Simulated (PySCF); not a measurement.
System: CH3Cl (charge +1, doublet). 
Coordinates optimised at B3LYP-D3(BJ)/def2-TZVP (Ansatz):
```xyz
5

C      0.0122    -0.0737    -1.0984
Cl    -0.0068     0.0276     0.6401
H     -0.0090     1.0045    -1.4064
H      0.9613    -0.4947    -1.4329
H     -0.9105    -0.5366    -1.4509
```
Charge +1, spin multiplicity 2.

Dispersion corrections to the total energy (kcal/mol) from the dftd3 and dftd4 libraries through PySCF: D3(BJ) without and D4 with the three-body term, each with the damping fitted for the functional named.

```json
[
 {"functional": "r2SCAN", "D3(BJ)": "___", "D4": "-0.19"},
 {"functional": "BHLYP", "D3(BJ)": "___", "D4": "-0.96"},
 {"functional": "TPSSh", "D3(BJ)": "-1.53", "D4": "-1.03"},
 {"functional": "PBE", "D3(BJ)": "-1.38", "D4": "-0.84"},
 {"functional": "B2PLYP", "D3(BJ)": "-1.07", "D4": "-0.58"},
 {"functional": "BLYP", "D3(BJ)": "-2.98", "D4": "-1.97"},
 {"functional": "TPSS", "D3(BJ)": "___", "D4": "-1.15"}
]
```

**Question.** Fill in the missing entries.

**Answer.** 
- r2SCAN, D3(BJ): -0.34
- BHLYP, D3(BJ): -1.85
- TPSS, D3(BJ): -1.70
